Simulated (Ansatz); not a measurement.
YP₃: from a trial structure to a relaxed crystal

Computed with DFT PBE, scalar-relativistic, plane waves, PAW (Ansatz). Cutoff 420 eV, Γ-centred k mesh, Gaussian smearing, no spin polarisation in the final step.

The start puts YP₃ on the TiAl3 (D0_22) structure type (I4/mmm, No. 139), with Y in place of Ti, P in place of Al, at a guessed volume.

```xyz
4
Lattice="-2.0655 2.0655 4.6139 2.0655 -2.0655 4.6139 2.0655 2.0655 -4.6139" Properties=species:S:1:pos:R:3 pbc="T T T"
Y     0.0000    0.0000    0.0000
P     0.0000    0.0000    4.6139
P     2.0655    0.0000    2.3070
P     0.0000    2.0655    2.3070
```

Steps on the 6×6×6 mesh (4 atoms). 5 of 5 steps are shown, and the free energy counts from the last. Trial steps that were taken back and renewals of the plane-wave basis can be among the rows.

```csv
step,ΔF (meV/atom),V (Å³/atom),P (GPa)
1,82.7,19.69,-7.86
2,6.1,17.71,0.10
3,0.5,17.74,0.88
4,-0.1,17.91,-0.16
5,0.0,17.91,-0.16
```

Steps on the 16×16×16 mesh (4 atoms). 3 of 5 steps are shown, and the free energy counts from the last.

```csv
step,ΔF (meV/atom),V (Å³/atom),P (GPa)
1,2.5,17.91,-0.19
2,0.1,18.03,-0.25
5,0.0,17.97,0.00
```

A final relaxation ran on a 16×16×16 mesh. The relaxed crystal, I4/mmm (No. 139):

```
Y P
1.0
    -1.93030    1.93030    4.82282
     1.93030   -1.93030    4.82282
     1.93030    1.93030   -4.82282
Y P
1 3
Direct
  0.00000 0.00000 0.00000
  0.50000 0.50000 0.00000
  0.25000 0.75000 0.50000
  0.75000 0.25000 0.50000
```

| Property | Result |
| --- | --- |
| Volume per atom | 17.97 Å³ |
| Density | 4.20 g/cm³ |
| Energy over the elements | -0.38 eV/atom |
| Gap on the 16×16×16 mesh | 0 eV (a metal) |

Formation energies are uncorrected and refer to the elements' standard structures at the same level.

The final run used a 16×16×16 mesh on its 4-atom cell and 0.10 eV smearing. For metals, differences of a few meV/atom aren't resolved.

Symmetry constrained the relaxation, so the result can be a saddle point.

Cost: 3 runs of about 2.4 core-minutes in all, on Arm Neoverse V2 (shared hosts).